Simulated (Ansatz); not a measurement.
# What each rung costs, and what it gives

The pair of SiH4 (SMILES [SiH4], atoms 1–5) and SiH3F (SMILES [SiH3]F, atoms 6–10), both closed shells, in one local arrangement (a lower one may exist), relaxed at PBE0-D4/def2-TZVP:

```
atom    x (Å)    y (Å)    z (Å)
 Si1  -0.0804  -0.0888  -2.0132
  H2  -0.6826  -0.5115  -3.3043
  H3   0.4729   1.2800  -2.1498
  H4   0.9939  -1.0412  -1.6392
  H5  -1.1380  -0.1002  -0.9687
 Si6   0.0595   0.0744   2.0431
  F7   1.0348   0.7283   0.9522
  H8  -0.1102  -1.3601   1.7154
  H9  -1.2405   0.7823   1.9906
 H10   0.6908   0.2365   3.3739
```

Interaction energies are counterpoise-corrected; the time is that of the whole pair.

Ansatz 0.2.0; basis: as named in each row; cores frozen in the correlated methods. B3LYP uses VWN-RPA correlation. Extrapolation: Hartree–Fock as exp(−7.88 √X), correlation as X^−2.97.

Times are rough, for one single point on 4 threads of a shared host (Arm Neoverse V2).

The estimate by CCSD(T) at an estimated basis limit (MP2 extrapolated from triple and quadruple zeta, plus CCSD(T) − MP2 in triple zeta) is -1.37 kcal/mol.

```json
{"method": "HF", "basis": "STO-3G", "time (s)": "under 1", "interaction energy (kcal/mol)": "0.73", "method less estimate": "2.10"}
{"method": "PBE-D4", "basis": "STO-3G", "time (s)": "under 1", "interaction energy (kcal/mol)": "-0.72", "method less estimate": "0.65"}
{"method": "SPW92", "basis": "def2-SVP", "time (s)": "under 1", "interaction energy (kcal/mol)": "-2.16", "method less estimate": "-0.79"}
{"method": "B3LYP-D4", "basis": "6-31G", "time (s)": "under 1", "interaction energy (kcal/mol)": "-1.51", "method less estimate": "-0.14"}
{"method": "PBE-D4", "basis": "def2-SVP", "time (s)": "under 1", "interaction energy (kcal/mol)": "-1.59", "method less estimate": "-0.23"}
{"method": "PBE0-D4", "basis": "def2-SVP", "time (s)": "under 1", "interaction energy (kcal/mol)": "-1.53", "method less estimate": "-0.16"}
{"method": "CCSD(T)", "basis": "def2-SVP", "time (s)": "1", "interaction energy (kcal/mol)": "-0.27", "method less estimate": "1.09"}
{"method": "PBE-D4", "basis": "def2-TZVPPD", "time (s)": "2", "interaction energy (kcal/mol)": "-1.63", "method less estimate": "-0.27"}
{"method": "revPBE-D4", "basis": "def2-TZVPPD", "time (s)": "2", "interaction energy (kcal/mol)": "-1.41", "method less estimate": "-0.04"}
{"method": "BLYP-D4", "basis": "def2-TZVPPD", "time (s)": "2", "interaction energy (kcal/mol)": "-1.42", "method less estimate": "-0.05"}
{"method": "PBE0-D4", "basis": "def2-TZVPPD", "time (s)": "2", "interaction energy (kcal/mol)": "-1.55", "method less estimate": "-0.19"}
{"method": "B3LYP-D4", "basis": "def2-TZVPPD", "time (s)": "2", "interaction energy (kcal/mol)": "-1.57", "method less estimate": "-0.20"}
{"method": "HSE06-D4", "basis": "def2-TZVPPD", "time (s)": "2", "interaction energy (kcal/mol)": "-1.54", "method less estimate": "-0.17"}
{"method": "wB97M-V", "basis": "def2-SVP", "time (s)": "2", "interaction energy (kcal/mol)": "-1.33", "method less estimate": "0.04"}
{"method": "r2SCAN-D4", "basis": "def2-TZVPPD", "time (s)": "3", "interaction energy (kcal/mol)": "-1.49", "method less estimate": "-0.12"}
{"method": "B2PLYP", "basis": "def2-TZVPPD", "time (s)": "4", "interaction energy (kcal/mol)": "-0.30", "method less estimate": "1.07"}
{"method": "wB97X-V", "basis": "def2-TZVPPD", "time (s)": "6", "interaction energy (kcal/mol)": "-1.48", "method less estimate": "-0.11"}
{"method": "B97M-V", "basis": "def2-TZVPPD", "time (s)": "6", "interaction energy (kcal/mol)": "-1.46", "method less estimate": "-0.10"}
{"method": "wB97M-V", "basis": "def2-TZVPPD", "time (s)": "6", "interaction energy (kcal/mol)": "-1.49", "method less estimate": "-0.13"}
{"method": "MP2", "basis": "def2-QZVPPD", "time (s)": "12", "interaction energy (kcal/mol)": "-1.16", "method less estimate": "0.20"}
{"method": "CCSD(T)", "basis": "def2-TZVPPD", "time (s)": "71", "interaction energy (kcal/mol)": "-1.15", "method less estimate": "0.22"}
```

No T1 diagnostic of these runs exceeds 0.012.
